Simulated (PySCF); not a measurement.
Level of theory: B3LYP-D3(BJ)/def2-TZVP // PBE-D3(BJ)/def2-SVP run with PySCF. All species are isolated molecules in the gas phase. B3LYP has the VWN-RPA correlation part, as in Gaussian. 

Reference species (SMILES): `[NH2]` (neutral, multiplicity 2).

| Item | Value |
|---|---|
| dipole moment | 1.96 D |

Changed species: `[OH]` (free radical OH; the reference has free radical NH2).

Q: Give the shifts of the dipole moment.

A: the dipole moment falls by 0.18 D, to 1.78 D.
